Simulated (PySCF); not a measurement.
**Frontier levels across methods**

C3H3ClO.
Structure used (PBE0-D3(BJ)/def2-SVP), in Å, numbered top down from 1:
```
atom  x, y, z in Å
C1    -0.2577    0.5907   -0.4823
C2     0.9245    0.9028    0.0565
C3     2.1482    0.8478   -0.7708
O4     2.2217    0.5709   -1.9225
Cl5    3.6092    1.2561    0.1719
H6    -0.3254    0.2957   -1.5335
H7    -1.1761    0.6211    0.1084
H8     1.0369    1.1996    1.1008
```

Basis pcSseg-2 throughout (PySCF), one geometry. Isolated species at its PBE0-D3(BJ)/def2-SVP geometry (one conformer only).

How do the orbital energies, the gap and the dipole change with the method?

| method | kind | HOMO (eV) | LUMO (eV) | gap (eV) | μ (D) | SCF cycles |
| --- | --- | --- | --- | --- | --- | --- |
| BLYP | GGA | -7.00 | -3.23 | 3.78 | 3.09 | 17 |
| OPBE | GGA | -7.10 | -3.29 | 3.81 | 3.07 | 18 |
| PBE | GGA | -7.13 | -3.37 | 3.75 | 3.07 | 17 |
| B97-D | GGA | -7.13 | -3.27 | 3.86 | 3.13 | 18 |
| BP86 | GGA | -7.23 | -3.45 | 3.77 | 3.10 | 17 |
| KT2 | GGA | -7.27 | -3.32 | 3.95 | 3.14 | 18 |
| KT3 | GGA | -7.27 | -3.31 | 3.96 | 3.12 | 18 |
| LDA | LDA | -7.32 | -3.62 | 3.69 | 3.12 | 16 |
| B3LYP | global hybrid | -8.39 | -2.63 | 5.76 | 3.21 | 15 |
| PBE0 | global hybrid | -8.65 | -2.42 | 6.23 | 3.22 | 15 |
| mPW1PW91 | global hybrid | -8.68 | -2.43 | 6.25 | 3.22 | 15 |
| HF | Hartree–Fock | -11.33 | 1.42 | 12.75 | 3.55 | 12 |

The HOMO spans 4.32 eV, from BLYP down to HF, and the gap runs from 3.69 eV (LDA) to 12.75 eV (HF). Over the methods BLYP (0 %), OPBE (0 %), PBE (0 %), B97-D (0 %), BP86 (0 %), KT2 (0 %), KT3 (0 %), LDA (0 %), B3LYP (20 %), PBE0 (25 %), mPW1PW91 (25 %), HF (100 %), a straight line through the gap against the share of exact exchange rises by 0.90 eV for each 10 % (correlation coefficient 0.999). The dipole ranges from 3.07 D (OPBE) to 3.55 D (HF). This basis has no diffuse functions.
